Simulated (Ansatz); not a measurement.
**Relaxing BaMo3**

Method: DFT PBE, scalar-relativistic, plane waves, PAW (Ansatz 0.2.0). Cutoff 420 eV, Γ-centred k mesh, Gaussian smearing, no spin polarisation in the final step.

BaMo3 was placed on the Ni3Sn (D0_19) structure type (P6_3/mmc, No. 194), with Ba in place of Sn, Mo in place of Ni, at a guessed volume.

```
Ba Mo
1.0
     6.20451    0.00000    0.00000
    -3.10226    5.37327    0.00000
     0.00000    0.00000    4.98008
Ba Mo
2 6
Direct
  0.33333 0.66667 0.25000
  0.66667 0.33333 0.75000
  0.83300 0.66600 0.25000
  0.16700 0.83300 0.75000
  0.33400 0.16700 0.25000
  0.16700 0.33400 0.75000
  0.83300 0.16700 0.25000
  0.66600 0.83300 0.75000
```

Steps on the 3×3×4 mesh (8 atoms). 12 of 14 steps are shown, and the free energy counts from the last. Trial steps that were taken back and renewals of the plane-wave basis can be among the rows.

| step | ΔF (meV/atom) | V (Å³/atom) | P (GPa) | largest force component (eV/Å) |
| --- | --- | --- | --- | --- |
| 1 | 901.6 | 20.75 | -6.50 | 1.368 |
| 2 | 672.0 | 18.63 | 10.63 | 0.961 |
| 3 | 629.4 | 18.92 | 28.34 | 2.699 |
| 5 | 193.6 | 22.41 | 6.48 | 0.113 |
| 6 | 98.3 | 24.04 | 3.52 | 0.097 |
| 7 | 44.7 | 25.08 | 2.88 | 0.037 |
| 8 | 35.3 | 26.04 | 0.77 | 0.061 |
| 9 | 34.8 | 26.28 | -0.07 | 0.021 |
| 10 | 11.1 | 26.28 | 1.35 | 0.028 |
| 12 | 0.6 | 27.98 | -0.59 | 0.153 |
| 13 | 0.2 | 27.86 | -0.01 | 0.000 |
| 14 | 0.0 | 27.86 | -0.02 | 0.000 |

A final relaxation ran on a 6×6×10 mesh. The relaxed crystal, P6_3/mmc (No. 194):

```cif
data_structure
_symmetry_space_group_name_H-M 'P6_3/mmc'
_symmetry_Int_Tables_number 194
_cell_length_a 7.7487
_cell_length_b 7.7487
_cell_length_c 4.3029
_cell_angle_alpha 90.000
_cell_angle_beta 90.000
_cell_angle_gamma 120.000
_cell_volume 223.74
loop_
_atom_site_label
_atom_site_type_symbol
_atom_site_symmetry_multiplicity
_atom_site_Wyckoff_symbol
_atom_site_fract_x
_atom_site_fract_y
_atom_site_fract_z
_atom_site_occupancy
Ba1 Ba 2 c 0.33333 0.66667 0.25000 1
Mo1 Mo 6 h 0.88771 0.77542 0.25000 1
```

- Volume per atom: 27.97 Å³
- Density: 6.31 g/cm³
- Energy over the elements: 0.83 eV/atom
- Gap on the 6×6×10 mesh: 0 eV (a metal)

Energies over the elements count from the elements' standard structures at the same level, with no empirical corrections.

The final run used a 6×6×10 mesh on its 8-atom cell and 0.10 eV smearing. For metals, differences of a few meV/atom aren't resolved.

Symmetry constrained the relaxation, so the result can be a saddle point.

Cost: 3 runs of about 2.5 core-minutes in all, on Intel Xeon 6975P-C (Granite Rapids) (shared hosts).